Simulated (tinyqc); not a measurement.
Worked calculation: CIS and TDHF on RHF in the sto-3g basis, frozen core, for H2F+, spin multiplicity 1. One step of it, computed by the program tinyqc.

Problem. TDHF (RPA) triplet states. B(ia,jb) = - (ib|ja); the squared energies are the eigenvalues of (A - B)(A + B); 1 hartree = 27.211386 eV.

CIS matrix A, triplet (hartree), order 2>6, 2>7, 3>6, 3>7, 4>6, 4>7, 5>6, 5>7:
```
[[1.450532, 0.000000, 0.000000, 0.095251, -0.067701, 0.000000, 0.000000, 0.000000],
 [0.000000, 1.567644, 0.095251, 0.000000, 0.000000, -0.007719, 0.000000, 0.000000],
 [0.000000, 0.095251, 0.604806, 0.000000, 0.000000, 0.046246, 0.000000, 0.000000],
 [0.095251, 0.000000, 0.000000, 0.701912, 0.046246, 0.000000, 0.000000, 0.000000],
 [-0.067701, 0.000000, 0.000000, 0.046246, 0.508256, 0.000000, 0.000000, 0.000000],
 [0.000000, -0.007719, 0.046246, 0.000000, 0.000000, 0.609988, 0.000000, 0.000000],
 [0.000000, 0.000000, 0.000000, 0.000000, 0.000000, 0.000000, 0.464798, 0.000000],
 [0.000000, 0.000000, 0.000000, 0.000000, 0.000000, 0.000000, 0.000000, 0.568936]]
```

Two-electron integrals over orbitals (pq|rs), unique and non-zero (hartree); the lowest 1 orbital is frozen and left out:
```
(22|22) 0.858585    (32|32) 0.158082    (33|22) 0.757039    (33|33) 0.734545
(42|22) 0.003776    (42|33) -0.005545   (42|42) 0.159721    (43|32) 0.006105
(43|43) 0.048197    (44|22) 0.815512    (44|33) 0.713050    (44|42) -0.090418
(44|44) 0.895691    (52|52) 0.181238    (53|53) 0.038152    (54|52) -0.034776
(54|54) 0.054831    (55|22) 0.879737    (55|33) 0.745894    (55|42) -0.050718
(55|44) 0.836968    (55|55) 0.997514    (62|22) -0.146556   (62|33) -0.090889
(62|42) -0.040652   (62|44) -0.104362   (62|55) -0.152105   (62|62) 0.077704
(63|32) 0.025527    (63|43) 0.017578    (63|63) 0.067472    (64|22) -0.137822
(64|33) -0.082393   (64|42) 0.008487    (64|44) -0.147276   (64|55) -0.143382
(64|62) 0.060743    (64|64) 0.072054    (65|52) -0.053550   (65|54) -0.006999
(65|65) 0.026669    (66|22) 0.575213    (66|33) 0.556156    (66|42) 0.067701
(66|44) 0.537769    (66|55) 0.549696    (66|62) -0.054819   (66|64) -0.028692
(66|66) 0.545542    (72|32) 0.064039    (72|43) -0.023859   (72|63) -0.027621
(72|72) 0.055950    (73|22) 0.204872    (73|33) 0.161842    (73|42) -0.058656
(73|44) 0.201624    (73|55) 0.230003    (73|62) -0.071886   (73|64) -0.083849
(73|66) 0.019530    (73|73) 0.161049    (74|32) -0.057121   (74|43) 0.009069
(74|63) -0.041229   (74|72) -0.011456   (74|74) 0.049217    (75|53) 0.025517
(75|75) 0.019929    (76|32) -0.095251   (76|43) -0.046246   (76|63) -0.082003
(76|72) 0.006951    (76|74) 0.059929    (76|76) 0.158376    (77|22) 0.615610
(77|33) 0.616560    (77|42) 0.007719    (77|44) 0.593546    (77|55) 0.603068
(77|62) -0.046802   (77|64) -0.030898   (77|66) 0.539713    (77|73) 0.070582
(77|77) 0.579657
```

Give: TDHF matrix B, triplet; squared energies w^2; TDHF energies from the positive w^2.

Solution.

TDHF matrix B, triplet (hartree), order 2>6, 2>7, 3>6, 3>7, 4>6, 4>7, 5>6, 5>7:
```
[[-0.0777, 0.0000, 0.0000, 0.0276, -0.0607, 0.0000, 0.0000, 0.0000],
 [0.0000, -0.0559, 0.0719, 0.0000, 0.0000, 0.0115, 0.0000, 0.0000],
 [0.0000, 0.0719, -0.0675, 0.0000, 0.0000, 0.0838, 0.0000, 0.0000],
 [0.0276, 0.0000, 0.0000, -0.1610, 0.0412, 0.0000, 0.0000, 0.0000],
 [-0.0607, 0.0000, 0.0000, 0.0412, -0.0721, 0.0000, 0.0000, 0.0000],
 [0.0000, 0.0115, 0.0838, 0.0000, 0.0000, -0.0492, 0.0000, 0.0000],
 [0.0000, 0.0000, 0.0000, 0.0000, 0.0000, 0.0000, -0.0267, 0.0000],
 [0.0000, 0.0000, 0.0000, 0.0000, 0.0000, 0.0000, 0.0000, -0.0199]]
```

squared energies w^2 (hartree^2): [0.2153, 0.2217, 0.2853, 0.3233, 0.4201, 0.4741, 2.1414, 2.4777]

TDHF energies from the positive w^2 (eV): [12.6270, 12.8111, 14.5343, 15.4720, 17.6381, 18.7371, 39.8196, 42.8329]
